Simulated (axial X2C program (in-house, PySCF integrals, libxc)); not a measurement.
The numbers below are computed, except where a source is named.
## CS: input and output of an EOM-EE-CCSD run

Program: an axial X2C code built on PySCF integrals.

Input and command:
```json
{"zs": [16, 6], "q": 0, "bas": ["dyall-av3z", "dyall-av3z"], "r0": 1.61, "eom": "ee", "thr": -2.0, "nmax": 88}
```
```bash
python soeom.py task.json out
```

Keys: zs atomic numbers; q charge; bas basis sets; r0 starting distance in Å; eom kind of EOM run; thr threshold in hartree for freezing inner shells (an s shell follows its p shell); nmax most natural virtual spinors.

Output at R = 1.535 Å (near the PBE0 minimum at charge 0 of the determinant lowest at the starting distance; the state shown can have its own minimum elsewhere), reference CS:

```
two-component X2C + atomic mean field  HF
basis functions 120  fitting functions 616  grid points 4349
iter        total energy     max residual
   1       -436.381913703     1.19e-01
   2       -436.395054040     7.80e-03
   3       -436.395892239     1.17e-02
   4       -436.396232885     3.08e-03
   5       -436.396258184     4.73e-04
   6       -436.396261652     2.46e-04
   7       -436.396261934     6.80e-05
   8       -436.396261957     9.30e-06
   9       -436.396261960     7.17e-06
  10       -436.396261961     2.85e-06
  11       -436.396261962     1.51e-06
converged
one-electron -667.00108344  Coulomb 227.77155218  exact exchange -30.19992623  xc functional 0.00000000  nuclear repulsion 33.09512199  atomic mean-field constant -0.06192646
correlated 10  virtual 204  natural virtual 88  E(MP2) -0.311751795  MP2 remainder -0.031147897
iter   CCSD correlation   residual
   1     -0.283140726   1.61e-01
   2     -0.294598783   6.91e-02
   3     -0.298234706   2.80e-02
   4     -0.298501118   8.24e-03
   5     -0.298565778   3.25e-03
   6     -0.298566213   8.82e-04
   7     -0.298571602   2.44e-04
   8     -0.298574645   7.79e-05
   9     -0.298573941   3.11e-05
  10     -0.298574291   1.03e-05
  11     -0.298574019   3.99e-06
  12     -0.298574021   1.64e-06
(T) -0.018552585  T1 0.0342  D1 0.0478  max T2 0.054
EOM-EE-CCSD roots
2*Omega      energy/Eh   energy/eV  one-particle weight
    0       0.12979441      3.5319      0.943
    0       0.12980049      3.5321      0.943
    0       0.16047059      4.3666      0.956
    0       0.20560227      5.5947      0.926
    0       0.20812724      5.6634      0.935
    2       0.13038213      3.5479      0.943
    2       0.16043866      4.3658      0.956
    2       0.18503652      5.0351      0.930
    2       0.18679137      5.0829      0.948
    4       0.13097838      3.5641      0.942
    4       0.18623406      5.0677      0.950
    4       0.21468556      5.8419      0.917
    6       0.18587394      5.0579      0.951
```
T1 in the output is the amplitude norm over the root of the electron number; divide by √2 for the Lee–Taylor value.

Reference electrons by ω block (each with its −ω partner): 1/2: 9, 3/2: 2. Root energies count from the CCSD energy of the reference. All roots sought are printed; those with a small one-particle weight need a further excitation, are placed far too high, and may in truth lie low or lowest. Inner shells are frozen, and levels at this size can be off by some tenths of an eV.
